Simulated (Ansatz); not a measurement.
Compare A (`C#CC1C=C1C`) with its isomer B (`C=C1C=CC=C1`).

Calculated with Ansatz (gas phase, PBE0-D4/def2-TZVP geometries, no zero-point term in ΔE). CCSD(T)/CBS is the MP2 limit (def2-TZVPP, def2-QZVPP) plus CCSD(T) − MP2 in def2-TZVPP, frozen cores. DFT in def2-TZVPP. B3LYP here is the variant with VWN-RPA as its local correlation; programs differ in this.

Problem. Which isomer does CCSD(T)/CBS put lower? Give the gap. (Estimate.)

Solution. The calculation gave: B, by 64.2 kcal/mol.

Problem. Give E(B) − E(A) in kcal/mol with CCSD/def2-TZVPP, B2PLYP, CCSD(T)/def2-TZVPP, PBE-D4, MP2/def2-TZVPP, ωB97M-V, B3LYP. (An estimate is asked.)

Solution. The calculation gave: CCSD/def2-TZVPP -62.9, B2PLYP -63.1, CCSD(T)/def2-TZVPP -64.2, PBE-D4 -64.4, MP2/def2-TZVPP -62.7, ωB97M-V -62.4, B3LYP -63.1. None reverses the order clearly.

Largest T1 diagnostic: 0.011.

The D4 term adds −1.7 kcal/mol with B3LYP and −0.8 kcal/mol with PBE0; it sums over pairs of atoms, weighted by their polarisabilities, and B3LYP, whose exchange is more repulsive, gets the larger term. From PBE to PBE0 (25 % exact exchange), in def2-TZVPP and without D4, E(B) − E(A) moves by −1.3 kcal/mol.
